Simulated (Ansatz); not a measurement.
[S3]2- (S₃²⁻). The state is a singlet with charge -2. Geometry PBE0-D4/def2-TZVPD.

Cartesian coordinates in Å:
```
S -1.1230 -0.2873 -1.3576
S 0.6291 0.2433 -0.3573
S 0.4939 0.0440 1.7149
```

A multiply charged anion in the gas phase is held together partly by the finite basis. Removing one electron lowers the energy by 2.97 eV at PBE0-D4/def2-TZVPD, so it isn't bound. At HF/def2-TZVPD, LDA (SPW92)/def2-TZVPD, r2SCANh-D4/def2-TZVPD, PBE0-D4/def2-TZVPD and others the highest occupied level of the charge -2 singlet lies above zero (up to 5.14 eV). By energy differences it is unbound by 2.94 eV (vertical, to the charge -1 doublet, at CCSD(T)/def2-TZVPPD) and held by the finite basis.

Question: Estimate the orbital energies around the gap (eV) in Ansatz with HF/def2-TZVPD, LDA (SPW92)/def2-TZVPD, r2SCANh-D4/def2-TZVPD, PBE0-D4/def2-TZVPD, CAM-B3LYP-D4/def2-TZVPD.

Answer: 
```csv
orbital,HF/def2-TZVPD,LDA (SPW92)/def2-TZVPD,r2SCANh-D4/def2-TZVPD,PBE0-D4/def2-TZVPD,CAM-B3LYP-D4/def2-TZVPD
HOMO−9,-17.98,-9.91,-11.31,-11.99,-13.65
HOMO−8,-14.21,-7.06,-8.24,-8.89,-10.49
HOMO−7,-10.46,-4.30,-5.26,-5.89,-7.41
HOMO−6,-3.30,0.11,-0.35,-0.75,-1.92
HOMO−5,-2.73,0.85,0.39,-0.04,-1.30
HOMO−4,-2.63,1.51,0.98,0.47,-0.90
HOMO−3,0.27,3.57,3.21,2.77,1.53
HOMO−2,0.66,3.58,3.31,2.91,1.75
HOMO−1,0.78,3.73,3.45,3.05,1.89
HOMO,2.33,5.14,4.91,4.48,3.33
LUMO,7.34,5.82,6.36,6.29,6.71
LUMO+1,7.36,5.89,6.41,6.37,6.77
LUMO+2,8.30,6.67,7.26,7.18,7.62
LUMO+3,9.02,6.98,7.68,7.68,8.24
LUMO+4,9.04,7.14,7.82,7.74,8.24
LUMO+5,9.13,7.17,7.86,7.75,8.27
```
